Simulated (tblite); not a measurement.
C5H6S.
SMILES with atom numbers: `[CH2:1]=[CH:2]/[CH:3]=[CH:4]/[CH:5]=[S:6]` (hydrogens: H7, H8 on C1; H9 on C2; H10 on C3; H11 on C4; H12 on C5)

Cartesian coordinates in Å at the GFN2-xTB level; atoms count from 1:
```
atom  x, y, z in Å
C1    -2.4682   -0.1145    0.0638
C2    -1.2770    0.4804   -0.0314
C3    -0.0358   -0.2325    0.0260
C4     1.1771    0.3613   -0.0696
C5     2.3969   -0.3543   -0.0115
S6     3.8676    0.3508   -0.1262
H7    -3.3885    0.4415    0.0178
H8    -2.5557   -1.1813    0.1911
H9    -1.2137    1.5532   -0.1591
H10   -0.0927   -1.3066    0.1538
H11    1.2481    1.4334   -0.1976
H12    2.3431   -1.4320    0.1169
```

Method: GFN2-xTB as coded in tblite; computed harmonic values from a numerical Hessian at the method's own geometry, unscaled. Errors from tens to a few hundred cm⁻¹ against measured bands are possible. One conformer, not necessarily the lowest.

Harmonic wavenumbers (cm⁻¹): 73.9, 128.4, 192.2, 243.2, 308.0, 406.4, 516.5, 614.1, 795.5, 819.8, 892.3, 948.8, 970.3, 1019.4, 1028.1, 1160.1, 1197.9, 1223.1, 1266.7, 1279.2, 1335.2, 1406.8, 1572.3, 1634.0, 2978.9, 3050.4, 3065.2, 3075.1, 3102.0, 3137.1.

A = 27235, B = 930.0, C = 899.3 MHz; mass 98.019 u (most abundant isotopes); point group Cs, symmetry number 1.

Q: Zero-point energy?

A: Half the sum of the wavenumbers: 19720 cm⁻¹ = 56.38 kcal/mol.

Q: What is S at 350 K and 1 bar for an ideal gas of classical rigid rotors and harmonic oscillators?

A: Translation 40.48, rotation 27.53, vibration 18.59: S = 86.6 cal/(mol K).

Q: And Cp and H(350 K) − H(0)?

A: Cp = 28.60 cal/(mol K), of which vibrations give 20.65 (their classical limit is 30 R = 59.6); H(350 K) − H(0) = 6.33 kcal/mol without the zero-point energy, 3.55 from vibrations.

Q: What must be added to the electronic energy to get the Gibbs energy at 350 K and 1 bar?

A: ZPE + [H(350 K) − H(0)] − T·S = 56.38 + 6.33 − 30.31 = 32.40 kcal/mol.

Q: How do the functions run with temperature in this model?

A: 
| T (K) | S (cal/(mol K)) | Cp (cal/(mol K)) | H − H(0) (kcal/mol) | G − H(0) (kcal/mol) | ln q(vib) |
| --- | --- | --- | --- | --- | --- |
| 150 | 68.2 | 16.8 | 1.82 | -8.41 | 1.38 |
| 250 | 78.1 | 22.5 | 3.78 | -15.74 | 2.81 |
| 298.15 | 82.3 | 25.4 | 4.93 | -19.60 | 3.50 |
| 400 | 90.6 | 31.5 | 7.83 | -28.41 | 4.99 |
| 600 | 105.3 | 40.8 | 15.13 | -48.04 | 7.91 |
| 900 | 123.6 | 49.6 | 28.80 | -82.47 | 12.11 |

q(vib) and H(0) count from the zero-point level.

Q: Which modes carry the vibrational entropy at 350 K?

A: 73.9 cm⁻¹: 4.36; 128.4 cm⁻¹: 3.28; 192.2 cm⁻¹: 2.51; 243.2 cm⁻¹: 2.07; 308.0 cm⁻¹: 1.65; 406.4 cm⁻¹: 1.18 cal/(mol K); the other 24 give 3.55 together.

Hindered rotation and anharmonicity are outside this model. Other conformers, if any are populated, would add a mixing term that is left out.
